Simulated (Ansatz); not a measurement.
We consider bcc K, described by r²SCAN-D4 (plane waves, PAW; Ansatz, a program for electronic structure).

Settings: plane-wave cutoff 500 eV, 20×20×20 k mesh, Fermi–Dirac smearing 0.1 eV, scalar-relativistic PAW data made under PBE.

Computed at the level's own relaxed cell.

Task: Estimate the equilibrium volume per atom and equilibrium lattice constant a that the calculation returns.

Result: 
- equilibrium volume per atom = 75.73 Å³/atom
- equilibrium lattice constant a = 5.330 Å

Measured, for comparison: equilibrium volume per atom 70.79 Å³/atom, lattice constant a 5.212 Å (low-temperature or extrapolated to 0 K; zero-point anharmonic expansion removed; as tabulated in Csonka et al. (2009), arXiv:0903.4037). Computed (rounded) less measured: equilibrium volume per atom +7.0 %, lattice constant a +2.3 %.

Computing time: very roughly 90 core-seconds.
